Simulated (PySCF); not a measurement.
SF₄ + O₂ → SO₂F₂ + F₂

Level: B3LYP in the def2-TZVP basis family, all electrons, no relativity, computed in PySCF with density fitting; open shells unrestricted.

```csv
species,state and structure,E (Eh),ZPE (kJ/mol),H(298 K) − H(0) (kJ/mol),S° (J/(mol K))
SF₄,"singlet, C2v, S–F 1.566 Å (×2), S–F 1.668 Å (×2); F–S–F 87.8° (×4), F–S–F 101.1°, F–S–F 173.1°",-797.72530,29.7,15.3,296.5
O₂,"triplet, D∞h, O–O 1.204 Å",-150.38977,9.8,8.7,205.0
SO₂F₂,"singlet, C2v, S–F 1.554 Å (×2), S–O 1.410 Å (×2); F–S–F 95.4°, F–S–O 108.1° (×4), O–S–O 125.0°",-748.49493,40.5,13.7,284.9
F₂,"singlet, D∞h, F–F 1.396 Å",-199.59957,6.3,8.8,202.2
```

Task: What is the electronic reaction energy?

Result: At B3LYP/def2-TZVP, ΔE = 54.0 kJ/mol from the differences of the total energies times 2625.5, uphill. 

Task: Add zero-point, thermal and entropy terms for 298.15 K and 1 bar.

Result: ΔZPE = 7.3 and Δ[H(298) − H(0)] = -1.5 kJ/mol give ΔH° = 59.8 kJ/mol. ΔS° = -14.4 J/(mol K), so ΔG° = 59.8 − 298.15 × (-0.0144) = 64 kJ/mol and log₁₀K = -11.2.

Each species is the lowest minimum found with this bonding; other isomers or fragments can lie lower.
